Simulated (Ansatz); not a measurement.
Geometry optimisation, Ansatz, RHF/def2-TZVP.

Input file:

```yaml
crystal:
  periodic: [false, false, false]
  atoms:
    - { symbol: Al, position_ang: [-0.125752, 0.0, -1.015919] }
    - { symbol: F, position_ang: [1.363435, 0.0, 1.461507] }
    - { symbol: H, position_ang: [1.972449, 0.0, 0.786787] }
    - { symbol: H, position_ang: [-1.598031, 0.0, -0.301575] }
basis:
  gaussian: { orbitals: def2-TZVP }
hamiltonian:
  xc: hf
relax:
  f_tol: 0.03
  max_steps: 50
```

Command:

```bash
$ ansatz run input.yaml --threads 2 --pin off --max-ram 3072MiB --backend cpu --events-out ev --progress --plain --runs-dir out
```

Question: Where does it end, and by what steps?

Answer: The forces met the threshold. The force dipped under the threshold on the way, but the program's further checks kept it going. After 12 steps the energy has fallen by 0.054 eV; H3 moved furthest, 0.45 Å.

```csv
step,energy less start (eV),largest force component (eV/Å),accepted
0,0.0000,0.350,yes
1,-0.0138,1.279,yes
2,-0.0033,2.048,no
3,-0.0312,1.125,yes
4,-0.0508,0.105,yes
5,-0.0522,0.031,yes
6,-0.0111,2.209,no
7,-0.0539,0.014,yes
8,-0.0347,1.512,no
9,-0.0531,0.378,no
10,-0.0541,0.038,yes
11,-0.0541,0.146,no
12,-0.0543,0.007,yes
```

```xyz
4
Properties=species:S:1:pos:R:3
Al -0.345 0.000 -1.281
F 1.322 0.000 1.254
H 2.219 0.000 1.160
H -1.584 0.000 -0.203
```

Whether the end is a true minimum wasn't checked by a vibrational analysis.

Time of the run: 2.2 s on 2 threads of Intel(R) Xeon(R) 6975P-C (Granite Rapids), with other jobs on the host, peak memory 0.13 GiB.
